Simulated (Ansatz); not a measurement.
## Ansatz (development build ahead of 0.2.0) run

```yaml
crystal:
  periodic: [false, false, false]
  atoms:
    - { symbol: "N", position_ang: [0.03193, 0.00474, -0.00178] }
    - { symbol: "N", position_ang: [1.08306, -0.00547, -0.0292] }
    - { symbol: O, position_ang: [0.48688, 3.20064, 0.22712] }
basis:
  gaussian: { orbitals: def2-SVP }
magnetization:
  spin_polarized: true
  initial_magnetization: 2
hamiltonian:
  xc: hf
output:
  forces: true
```

The input is written out in the form of the current development build from the run's settings.

Results

| Property | Result |
| --- | --- |
| Converged | yes |
| Total energy | -183.57246 hartree |
| Spin squared of the determinant | 2.005 |
| Stability test | minimum |

Forces (eV/Å):
```json
{"atom": "N1", "Fx": "-4.714", "Fy": "0.010", "Fz": "0.120"}
{"atom": "N2", "Fx": "4.715", "Fy": "-0.078", "Fz": "-0.125"}
{"atom": "O3", "Fx": "-0.001", "Fy": "0.068", "Fz": "0.005"}
```
